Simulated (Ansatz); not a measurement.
The input, for Ansatz 0.2.0:

```yaml
crystal:
  periodic: [false, false, false]
  atoms:
    - {symbol: B, position_ang: [0.000000, 0.000000, 0.000000]}
    - {symbol: F, position_ang: [0.000000, 0.000000, 1.308000]}
basis:
  gaussian: {orbitals: 6-31G}
total_charge: 1
magnetization: {spin_polarized: false, initial_magnetization: 1}
correlation: {method: fic_mrcisd_q, electrons: all, active_space: {window: {electrons: 3, orbitals: 3}, places: [1, 2]}}
accuracy: high
scf: {lower_state_search: off}
```

```sh
$ ansatz run in.yaml --threads 1 --pin off --events-out ev --progress --plain --max-ram 2393MiB
```

Q: One thing in this input was set wrong on purpose, beside settings that are merely unusual. What is the gravest fault, and what does the program do?

A: Two definitions of the active space. How the run ends: refused.
```
Error: invalid value for `correlation.active_space`: name one of window, places and ras
```
